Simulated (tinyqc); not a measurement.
UKS/LDA (VWN5) in the sto-6g basis, for H2O+, spin multiplicity 2, step by step (part 2 of 2). Computed by tinyqc, a small Python program that keeps every step (integrals from PySCF). Command: `OMP_NUM_THREADS=1 python tinyqc.py 28505 28506 out.jsonl` (the two numbers bound the seeds that draw the settings). One thread of a shared host (Intel(R) Xeon(R) Processor @ 2.60GHz), about 3 s of CPU time with the checks.

Geometry (angstrom):
```
atom       x        y       z
O     0.0000   0.0000  0.0000
H     0.0000   0.8420  0.7910
H     0.0000  -0.8420  0.7910
```

## Iteration 2: building the Kohn-Sham matrix

D(alpha) after iteration 1, lower triangle:
```
          1O 1s    1O 2s  1O 2px   1O 2py   1O 2pz   2H 1s   3H 1s
1O 1s    1.0604
1O 2s   -0.2687   1.1907
1O 2px   0.0000   0.0000  1.0000
1O 2py   0.0000   0.0000  0.0000   1.0713
1O 2pz  -0.0154   0.0887  0.0000   0.0000   1.0575
2H 1s    0.0255  -0.1073  0.0000  -0.0897  -0.0796  0.0221
3H 1s    0.0255  -0.1073  0.0000   0.0897  -0.0796  0.0071  0.0221
```

D(beta) after iteration 1, lower triangle:
```
          1O 1s    1O 2s  1O 2px   1O 2py   1O 2pz   2H 1s   3H 1s
1O 1s    1.0581
1O 2s   -0.2586   1.1459
1O 2px   0.0000   0.0000  1.0000
1O 2py   0.0000   0.0000  0.0000   1.0660
1O 2pz  -0.0621   0.2917  0.0000   0.0000   0.0743
2H 1s    0.0275  -0.1154  0.0000  -0.0819  -0.0294  0.0179
3H 1s    0.0275  -0.1154  0.0000   0.0819  -0.0294  0.0053  0.0179
```

core Hamiltonian H = T + V (hartree), lower triangle:
```
           1O 1s    1O 2s   1O 2px   1O 2py   1O 2pz    2H 1s    3H 1s
1O 1s   -32.8472
1O 2s    -7.2591  -9.0703
1O 2px    0.0000   0.0000  -7.3280
1O 2py    0.0000   0.0000   0.0000  -7.4127
1O 2pz   -0.0154  -0.1800   0.0000   0.0000  -7.4028
2H 1s    -1.1106  -2.6385   0.0000  -1.4294  -1.3935  -4.3886
3H 1s    -1.1106  -2.6385   0.0000   1.4294  -1.3935  -1.0943  -4.3886
```

nuclear repulsion = 7.643129 hartree

V_xc(alpha) (hartree), lower triangle:
```
          1O 1s    1O 2s   1O 2px   1O 2py   1O 2pz    2H 1s    3H 1s
1O 1s   -2.9544
1O 2s   -0.3823  -0.8332
1O 2px   0.0000   0.0000  -0.8372
1O 2py   0.0000   0.0000   0.0000  -0.8355
1O 2pz  -0.0011  -0.0033   0.0000   0.0000  -0.8266
2H 1s   -0.0636  -0.2057   0.0000  -0.1105  -0.1029  -0.2129
3H 1s   -0.0636  -0.2057   0.0000   0.1105  -0.1029  -0.0639  -0.2129
```

V_xc(beta) (hartree), lower triangle:
```
          1O 1s    1O 2s   1O 2px   1O 2py   1O 2pz    2H 1s    3H 1s
1O 1s   -2.9352
1O 2s   -0.3703  -0.7724
1O 2px   0.0000   0.0000  -0.8020
1O 2py   0.0000   0.0000   0.0000  -0.8004
1O 2pz  -0.0055  -0.0363   0.0000   0.0000  -0.7147
2H 1s   -0.0621  -0.1941   0.0000  -0.1069  -0.0985  -0.2039
3H 1s   -0.0621  -0.1941   0.0000   0.1069  -0.0985  -0.0599  -0.2039
```

E_xc = sum of w rho eps_xc = -8.945118 hartree

Given earlier and not repeated: Two-electron integrals (ij|kl) in chemists' order.

J_ij = sum D_kl (ij|kl) with D = D(alpha) + D(beta); F = H + J + V_xc; E = tr D H + tr D J / 2 + E_xc + E_nn.

Coulomb J (hartree), lower triangle:
```
          1O 1s   1O 2s  1O 2px   1O 2py  1O 2pz   2H 1s   3H 1s
1O 1s   17.5667
1O 2s    3.1157  8.0036
1O 2px   0.0000  0.0000  8.0356
1O 2py   0.0000  0.0000  0.0000   8.0332
1O 2pz   0.0185  0.0806  0.0000   0.0000  7.9419
2H 1s    0.4873  2.2350  0.0000   1.3011  1.2285  3.9728
3H 1s    0.4873  2.2350  0.0000  -1.3011  1.2285  0.9051  3.9728
```

F(alpha) (hartree), lower triangle:
```
           1O 1s    1O 2s   1O 2px   1O 2py   1O 2pz    2H 1s    3H 1s
1O 1s   -18.2349
1O 2s    -4.5257  -1.8999
1O 2px    0.0000   0.0000  -0.1296
1O 2py    0.0000   0.0000   0.0000  -0.2150
1O 2pz    0.0019  -0.1028   0.0000   0.0000  -0.2875
2H 1s    -0.6869  -0.6092   0.0000  -0.2388  -0.2679  -0.6288
3H 1s    -0.6869  -0.6092   0.0000   0.2388  -0.2679  -0.2530  -0.6288
```

F(beta) (hartree), lower triangle:
```
           1O 1s    1O 2s   1O 2px   1O 2py   1O 2pz    2H 1s    3H 1s
1O 1s   -18.2158
1O 2s    -4.5137  -1.8391
1O 2px    0.0000   0.0000  -0.0944
1O 2py    0.0000   0.0000   0.0000  -0.1799
1O 2pz   -0.0024  -0.1357   0.0000   0.0000  -0.1756
2H 1s    -0.6853  -0.5976   0.0000  -0.2352  -0.2635  -0.6198
3H 1s    -0.6853  -0.5976   0.0000   0.2352  -0.2635  -0.2490  -0.6198
```

total energy of this density = -74.144758 hartree

## Iteration 2: diagonalisation and new density

X:
```
              1        2        3       4        5        6       7
1O 1s   -0.3477   0.0000   0.7247  0.0000   0.6217   0.0000  0.1730
1O 2s    0.9879   0.0000  -0.3182  0.0000   0.3395   0.0000  0.4328
1O 2px   0.0000   0.0000   0.0000  1.0000   0.0000   0.0000  0.0000
1O 2py   0.0000   0.7994   0.0000  0.0000   0.0000   0.7185  0.0000
1O 2pz   0.5116   0.0000   0.6656  0.0000  -0.5959   0.0000  0.2315
2H 1s   -0.6221  -0.7583  -0.1815  0.0000  -0.1492   0.3787  0.3905
3H 1s   -0.6221   0.7583  -0.1815  0.0000  -0.1492  -0.3787  0.3905
```

Diagonalise F' = X^T F X, C = X C', fill 5 alpha and 4 beta electrons from the bottom; D(s) = C_occ C_occ^T. Each column has its largest component positive (the first on a tie).

F' = X^T F X (alpha) (hartree), lower triangle:
```
         1       2        3        4        5        6        7
1  -0.5674
2   0.0000  0.0096
3   1.8846  0.0000  -7.4708
4   0.0000  0.0000   0.0000  -0.1296
5   1.7656  0.0000  -7.8882   0.0000  -8.9951
6   0.0000  0.2080   0.0000   0.0000   0.0000  -0.4788
7   0.7025  0.0000  -3.3507   0.0000  -3.8006   0.0000  -2.5784
```

orbital energies (alpha) (hartree): MO1 -18.2413, MO2 -0.9432, MO3 -0.5554, MO4 -0.4180, MO5 -0.1296, MO6 -0.0090, MO7 0.0862

coefficients C (alpha):
```
            MO1      MO2      MO3      MO4     MO5      MO6      MO7
1O 1s    0.9950  -0.1939   0.0000  -0.1637  0.0000  -0.0888   0.0000
1O 2s    0.0220   0.6906   0.0000   0.7858  0.0000   0.5337   0.0000
1O 2px   0.0000   0.0000   0.0000   0.0000  1.0000   0.0000   0.0000
1O 2py   0.0000   0.0000   0.3981   0.0000  0.0000   0.0000   0.9984
1O 2pz   0.0018   0.1635   0.0000  -0.5154  0.0000   0.9061   0.0000
2H 1s   -0.0043   0.2900   0.6174  -0.4202  0.0000  -0.5780  -0.5808
3H 1s   -0.0043   0.2900  -0.6174  -0.4202  0.0000  -0.5780   0.5808
```

F' = X^T F X (beta) (hartree), lower triangle:
```
         1       2        3        4        5        6        7
1  -0.5391
2   0.0000  0.0289
3   1.8896  0.0000  -7.4002
4   0.0000  0.0000   0.0000  -0.0944
5   1.7606  0.0000  -7.9438   0.0000  -8.9201
6   0.0000  0.2235   0.0000   0.0000   0.0000  -0.4552
7   0.7222  0.0000  -3.3484   0.0000  -3.7970   0.0000  -2.5518
```

orbital energies (beta) (hartree): MO1 -18.2219, MO2 -0.9099, MO3 -0.5426, MO4 -0.3400, MO5 -0.0944, MO6 0.0606, MO7 0.1163

coefficients C (beta):
```
            MO1      MO2      MO3      MO4     MO5      MO6      MO7
1O 1s    0.9952  -0.1864   0.0000  -0.1810  0.0000  -0.0675   0.0000
1O 2s    0.0214   0.6550   0.0000   0.8754  0.0000   0.4289   0.0000
1O 2px   0.0000   0.0000   0.0000   0.0000  1.0000   0.0000   0.0000
1O 2py   0.0000   0.0000   0.3780   0.0000  0.0000   0.0000   1.0062
1O 2pz   0.0020   0.1753   0.0000  -0.3859  0.0000   0.9663   0.0000
2H 1s   -0.0043   0.3110   0.6289  -0.4802  0.0000  -0.5170  -0.5683
3H 1s   -0.0043   0.3110  -0.6289  -0.4802  0.0000  -0.5170   0.5683
```

D(alpha) after iteration 2, lower triangle:
```
          1O 1s    1O 2s  1O 2px   1O 2py  1O 2pz    2H 1s   3H 1s
1O 1s    1.0545
1O 2s   -0.2407   1.0949
1O 2px   0.0000   0.0000  1.0000
1O 2py   0.0000   0.0000  0.0000   0.1585
1O 2pz   0.0545  -0.2921  0.0000   0.0000  0.2924
2H 1s    0.0082  -0.1301  0.0000   0.2458  0.2640   0.6418
3H 1s    0.0082  -0.1301  0.0000  -0.2458  0.2640  -0.1205  0.6418
```

D(beta) after iteration 2, lower triangle:
```
          1O 1s    1O 2s  1O 2px   1O 2py  1O 2pz    2H 1s   3H 1s
1O 1s    1.0579
1O 2s   -0.2592   1.1958
1O 2px   0.0000   0.0000  0.0000
1O 2py   0.0000   0.0000  0.0000   0.1429
1O 2pz   0.0392  -0.2229  0.0000   0.0000  0.1797
2H 1s    0.0247  -0.2168  0.0000   0.2377  0.2399   0.7229
3H 1s    0.0247  -0.2168  0.0000  -0.2377  0.2399  -0.0681  0.7229
```

## Iteration 10 (converged): orbitals

converged F(alpha) (hartree), lower triangle:
```
           1O 1s    1O 2s   1O 2px   1O 2py   1O 2pz    2H 1s    3H 1s
1O 1s   -19.2816
1O 2s    -4.7429  -2.4185
1O 2px    0.0000   0.0000  -0.7291
1O 2py    0.0000   0.0000   0.0000  -0.7364
1O 2pz   -0.0172  -0.1352   0.0000   0.0000  -0.7225
2H 1s    -0.7205  -0.7199   0.0000  -0.2937  -0.3112  -0.7072
3H 1s    -0.7205  -0.7199   0.0000   0.2937  -0.3112  -0.2778  -0.7072
```

converged F(beta) (hartree), lower triangle:
```
           1O 1s    1O 2s   1O 2px   1O 2py   1O 2pz    2H 1s    3H 1s
1O 1s   -19.2606
1O 2s    -4.7290  -2.3499
1O 2px    0.0000   0.0000  -0.6084
1O 2py    0.0000   0.0000   0.0000  -0.6935
1O 2pz   -0.0166  -0.1329   0.0000   0.0000  -0.6804
2H 1s    -0.7185  -0.7073   0.0000  -0.2904  -0.3080  -0.7112
3H 1s    -0.7185  -0.7073   0.0000   0.2904  -0.3080  -0.2757  -0.7112
```

As before.

F' = X^T F X (alpha) (hartree), lower triangle:
```
         1        2        3        4        5        6        7
1  -0.9724
2   0.0000  -0.2524
3   2.0075   0.0000  -8.1639
4   0.0000   0.0000   0.0000  -0.7291
5   1.9034   0.0000  -8.1432   0.0000  -9.6634
6   0.0000  -0.0341   0.0000   0.0000   0.0000  -0.8230
7   0.5089   0.0000  -3.5223   0.0000  -3.9899   0.0000  -2.9018
```

orbital energies (alpha) (hartree): MO1 -19.2869, MO2 -1.3648, MO3 -0.8251, MO4 -0.7433, MO5 -0.7291, MO6 -0.3064, MO7 -0.2504

coefficients C (alpha):
```
            MO1      MO2      MO3      MO4     MO5      MO6      MO7
1O 1s    0.9956  -0.2356   0.0000   0.0923  0.0000   0.0852   0.0000
1O 2s    0.0198   0.9248   0.0000  -0.4556  0.0000  -0.5626   0.0000
1O 2px   0.0000   0.0000   0.0000   0.0000  1.0000   0.0000   0.0000
1O 2py   0.0000   0.0000   0.7648   0.0000  0.0000   0.0000  -0.7553
1O 2pz   0.0028   0.1922   0.0000   0.7942  0.0000  -0.6676   0.0000
2H 1s   -0.0041   0.0914   0.3330   0.2571  0.0000   0.7213   0.7795
3H 1s   -0.0041   0.0914  -0.3330   0.2571  0.0000   0.7213  -0.7795
```

F' = X^T F X (beta) (hartree), lower triangle:
```
         1        2        3        4        5        6        7
1  -0.9343
2   0.0000  -0.2400
3   2.0029   0.0000  -8.1339
4   0.0000   0.0000   0.0000  -0.6084
5   1.9065   0.0000  -8.1574   0.0000  -9.6301
6   0.0000  -0.0076   0.0000   0.0000   0.0000  -0.7991
7   0.5465   0.0000  -3.5208   0.0000  -3.9782   0.0000  -2.8738
```

orbital energies (beta) (hartree): MO1 -19.2656, MO2 -1.3053, MO3 -0.7992, MO4 -0.7087, MO5 -0.6084, MO6 -0.2925, MO7 -0.2399

coefficients C (beta):
```
            MO1      MO2      MO3      MO4     MO5      MO6      MO7
1O 1s    0.9957  -0.2307   0.0000   0.1008  0.0000   0.0871   0.0000
1O 2s    0.0191   0.8997   0.0000  -0.4980  0.0000  -0.5675   0.0000
1O 2px   0.0000   0.0000   0.0000   0.0000  1.0000   0.0000   0.0000
1O 2py   0.0000   0.0000   0.7294   0.0000  0.0000   0.0000   0.7895
1O 2pz   0.0027   0.1937   0.0000   0.7644  0.0000  -0.7011   0.0000
2H 1s   -0.0039   0.1153   0.3684   0.2811  0.0000   0.7088  -0.7634
3H 1s   -0.0039   0.1153  -0.3684   0.2811  0.0000   0.7088   0.7634
```

D(alpha) after iteration 10, lower triangle:
```
          1O 1s    1O 2s  1O 2px   1O 2py  1O 2pz    2H 1s   3H 1s
1O 1s    1.0552
1O 2s   -0.2402   1.0633
1O 2px   0.0000   0.0000  1.0000
1O 2py   0.0000   0.0000  0.0000   0.5849
1O 2pz   0.0308  -0.1841  0.0000   0.0000  0.6677
2H 1s   -0.0018  -0.0327  0.0000   0.2547  0.2218   0.1854
3H 1s   -0.0018  -0.0327  0.0000  -0.2547  0.2218  -0.0364  0.1854
```

D(beta) after iteration 10, lower triangle:
```
          1O 1s    1O 2s  1O 2px   1O 2py  1O 2pz    2H 1s   3H 1s
1O 1s    1.0548
1O 2s   -0.2387   1.0578
1O 2px   0.0000   0.0000  0.0000
1O 2py   0.0000   0.0000  0.0000   0.5320
1O 2pz   0.0351  -0.2063  0.0000   0.0000  0.6219
2H 1s   -0.0022  -0.0363  0.0000   0.2687  0.2372   0.2280
3H 1s   -0.0022  -0.0363  0.0000  -0.2687  0.2372  -0.0434  0.2280
```

## Convergence

Stop when the energy changes by less than 1e-10 hartree and every element of the error matrix X^T (F D S - S D F) X (for each spin) is below 3e-06.

Course of the cycle:
```
iteration  E (hartree)     change  largest element of the error matrix
1           -26.748014          -                             9.59e-02
2           -74.144758  -4.74e+01                             3.28e-01
3           -74.252666  -1.08e-01                             5.36e-01
4           -75.116007  -8.63e-01                             3.20e-02
5           -75.117974  -1.97e-03                             1.49e-02
6           -75.118507  -5.33e-04                             2.15e-03
7           -75.118519  -1.21e-05                             7.33e-05
8           -75.118519  -1.70e-08                             1.25e-05
9           -75.118519  -9.09e-10                             3.34e-06
10          -75.118519  -2.44e-11                             2.09e-06
```

PySCF UKS in the same basis, fine grid, after a stability check = -75.101300 hartree

Converged in 10 iterations. The coarse grid moves the energy by -1.72e-02 hartree.

## Populations, bond orders and dipole

overlap S, lower triangle:
```
         1O 1s   1O 2s  1O 2px   1O 2py  1O 2pz   2H 1s   3H 1s
1O 1s   1.0000
1O 2s   0.2311  1.0000
1O 2px  0.0000  0.0000  1.0000
1O 2py  0.0000  0.0000  0.0000   1.0000
1O 2pz  0.0000  0.0000  0.0000   0.0000  1.0000
2H 1s   0.0351  0.3571  0.0000   0.2325  0.2184  1.0000
3H 1s   0.0351  0.3571  0.0000  -0.2325  0.2184  0.1960  1.0000
```

Mulliken: Z minus the diagonal of D S on the atom; Loewdin: the same with S^(1/2) D S^(1/2); Mayer order: 2 sum_s sum (D(s) S)_ij (D(s) S)_ji over the two atoms.

Charges (e):
```
atom  Mulliken  Loewdin  Mulliken spin
1O      0.1897   0.3065         1.0932
2H      0.4051   0.3467        -0.0466
3H      0.4051   0.3467        -0.0466
```

Mayer bond orders:
```
pair   order
2-1   0.8317
3-1   0.8317
3-2   0.0020
```

dipole moment about the origin, x y z (debye): 0.0000  0.0000  3.4915

<S^2> of the determinant (pure state: 0.75) = 0.7541
